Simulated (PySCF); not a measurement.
Cost of one run: core-ionisation job, `FCC1=C(F)C1`.

Method: delta-SCF UKS SCAN, pcX-2 on the ionised atom, pcseg-1 elsewhere, non-relativistic (PySCF 2.14.0). Geometry: PBE0-D3(BJ)/def2-SVP. Work: ΔSCF core ionisation, 6 holes, density fitting. The input is one job of a driver script: a line of settings, then coordinates in Å.

Command:
```bash
OMP_NUM_THREADS=1 python probes_run.py task.json out
```

Input:
```
{"job": {"kind": "xps", "x2c": false}, "charge": 0, "multiplicity": 1}
F     -2.137170     1.194160     0.075833
C     -1.485976    -0.005274     0.019592
C     -0.026047     0.166949     0.000200
C      1.090969     0.811696    -0.011667
F      1.718039     1.955762    -0.005249
C      1.286164    -0.642182    -0.028626
H     -1.776055    -0.618147     0.893141
H     -1.807853    -0.550723    -0.887137
H      1.608078    -1.176167     0.882176
H      1.579453    -1.157458    -0.959594
```

Hardware: Arm Neoverse V2, one thread, no GPU, on a shared host. PySCF's memory limit was set to 1760 MB.

The basis has 135 functions.

Task: Estimate the wall time.

Result: About 31 s. The run took 115 SCF cycles in all, 5.2 s a hole on average.

Task: Estimate the peak memory.

Result: About 0.50 GiB. Peak memory is the resident size of the whole Python process, interpreter and libraries included.

Other jobs ran on the host; a repeat could differ by tens of per cent or more.
